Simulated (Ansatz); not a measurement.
A nudged elastic band was laid between two geometries of C2H6Al (9 atoms, charge 0, multiplicity 2).

These are results of UKS BHLYP-D4/def2-SVP (Ansatz), not measurements.

```json
{
 "movable images": "7",
 "climbing image": "yes",
 "spring": "5.0 eV/Å²",
 "optimiser": "quadratic models (default)",
 "start path": "through a guess of the saddle point",
 "force threshold": "0.05 eV/Å",
 "iteration limit": "60",
 "end points": "relaxed"
}
```

Image 0:

```xyz
9
Properties=species:S:1:pos:R:3
C -0.491 0.615 -0.568
C 0.639 -0.365 -0.258
Al 0.596 -1.168 1.553
H -1.474 0.140 -0.493
H -0.410 1.029 -1.580
H -0.497 1.461 0.126
H 0.653 -1.185 -0.988
H 1.617 0.122 -0.376
H -0.545 -0.695 2.567
```

Image 8:

```xyz
9
Properties=species:S:1:pos:R:3
C -0.512 0.738 -0.812
C 0.352 -0.241 -0.028
Al -0.142 -0.710 1.826
H -1.540 0.377 -0.915
H -0.129 0.911 -1.823
H -0.569 1.713 -0.318
H 0.427 -1.204 -0.557
H 1.390 0.120 0.034
H 0.812 -1.750 2.577
```

Task: Which bonds break or form, and what moves?

Result: No bond is made or broken. The dihedral H7–C2–Al3–H9 goes from -127 to 55°.

Task: What energy profile does the band end with?

Result: The forces met the threshold. The highest image is number 5 of 0 to 8, 0.027 eV above the first end and 0.046 eV above the last; the last end lies 0.018 eV below the first. A vibrational analysis at the climbing image gives one clearly imaginary mode, 124i cm⁻¹: a first-order saddle point.

```json
{"image": "0", "path coordinate (Å)": "0.00", "energy (eV)": "0.000", "dihedral H7–C2–Al3–H9 (°)": "-127"}
{"image": "1", "path coordinate (Å)": "0.37", "energy (eV)": "-0.001", "dihedral H7–C2–Al3–H9 (°)": "-148"}
{"image": "2", "path coordinate (Å)": "0.75", "energy (eV)": "0.000", "dihedral H7–C2–Al3–H9 (°)": "-168"}
{"image": "3", "path coordinate (Å)": "1.12", "energy (eV)": "0.009", "dihedral H7–C2–Al3–H9 (°)": "171"}
{"image": "4", "path coordinate (Å)": "1.50", "energy (eV)": "0.021", "dihedral H7–C2–Al3–H9 (°)": "151"}
{"image": "5", "path coordinate (Å)": "1.87", "energy (eV)": "0.027", "dihedral H7–C2–Al3–H9 (°)": "131"}
{"image": "6", "path coordinate (Å)": "2.32", "energy (eV)": "0.018", "dihedral H7–C2–Al3–H9 (°)": "106"}
{"image": "7", "path coordinate (Å)": "2.77", "energy (eV)": "-0.005", "dihedral H7–C2–Al3–H9 (°)": "81"}
{"image": "8", "path coordinate (Å)": "3.21", "energy (eV)": "-0.018", "dihedral H7–C2–Al3–H9 (°)": "55"}
```

Task: What is the geometry of the highest image?

Result: 
```xyz
9
Properties=species:S:1:pos:R:3
C -0.527 0.657 -0.730
C 0.456 -0.372 -0.166
Al -0.127 -1.251 1.514
H -1.497 0.206 -0.964
H -0.154 1.113 -1.653
H -0.714 1.475 -0.026
H 0.648 -1.147 -0.918
H 1.425 0.103 0.038
H 0.577 -0.831 2.888
```

Task: What are the harmonic wavenumbers there?

Result: 124i, 207, 217, 494, 580, 713, 957, 978, 1042, 1247, 1288, 1449, 1480, 1527, 1539, 1867, 3097, 3103, 3148, 3177, 3183 cm⁻¹.

The band took 8 iterations and roughly 3 core-minutes.

Time of the run: 95 s on 2 threads of Intel(R) Xeon(R) Platinum 8488C (Sapphire Rapids), with other jobs on the host, peak memory 0.2 GiB.
